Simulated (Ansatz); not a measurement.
H3PO (SMILES O=[PH3]): where methods fail along a bond

H3PO: 5 atoms, total charge 0, spin state singlet. As SMILES, `O=[PH3]`. The P2–O1 distance was set to 1.816 Å, away from the relaxed value.

```xyz
5

O    -1.7128   -0.4067    0.6606
P    -0.0585   -0.0146    0.0225
H     0.8071    0.5649    0.9394
H     0.6637   -1.0983   -0.4549
H    -0.0302    0.8764   -1.0400
```

The O1–P2 distance is scanned; the parts on either side stay rigid. Basis STO-3G, 6 core orbitals frozen in the correlated methods; program Ansatz 0.2.0. FCI is exact within this basis and core. Energies in eV from each method's value at 1.816 Å; methods without a U are spin-restricted. The shape above is that at 1.816 Å.

```
distance (Å)    HF  HSE06  B2PLYP  CCSD  CCSDT   FCI
       1.453  0.48  -0.26   -0.16  0.22   0.11  0.11
       1.816  0.00   0.00    0.00  0.00   0.00  0.00
       2.179  0.63   1.57    1.26  0.94   0.99  0.99
       2.905  1.51   3.26    2.66  1.48   1.54  1.54
       3.632  1.67   3.73    2.97  1.52   1.59  1.59
```

Departure from the FCI curve at its largest: HF +0.37 eV at 1.45 Å; HSE06 +2.14 eV at 3.63 Å; B2PLYP +1.38 eV at 3.63 Å; CCSD +0.11 eV at 1.45 Å; CCSDT -0.01 eV at 1.45 Å. Functionals converge differently with the basis, so for them the departure isn't an error alone.
